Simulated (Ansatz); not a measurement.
`OC(F)(Cl)Cl`. The species carries charge 0 and has multiplicity 1.

```xyz
6

O     0.659   -0.902    0.278
C    -0.186    0.010   -0.229
F    -0.759   -0.536   -1.292
Cl    0.659    1.501   -0.746
Cl   -1.468    0.465    0.933
H     1.095   -0.538    1.056
```

Q: List the harmonic frequencies (cm⁻¹, unscaled) at PBE0-D4/def2-TZVP in Ansatz. (An estimate is asked.)

A: Computed: 235, 262, 373, 427, 435, 449, 671, 834, 1065, 1211, 1360, 3848.

Q: Is this a minimum?

A: Yes, all 12 modes are real.

Q: Give the ideal-gas thermochemistry at 298.15 K and 1 bar (rigid rotor, harmonic oscillator; point group Cs, symmetry number 1).

A: Zero-point energy 66.8 kJ/mol; H(298) − E = 83.0 kJ/mol; entropy 313.9 J/(mol·K), of which translation 168.5, rotation 113.1, vibration 32.3; G(298) − E = -10.6 kJ/mol.
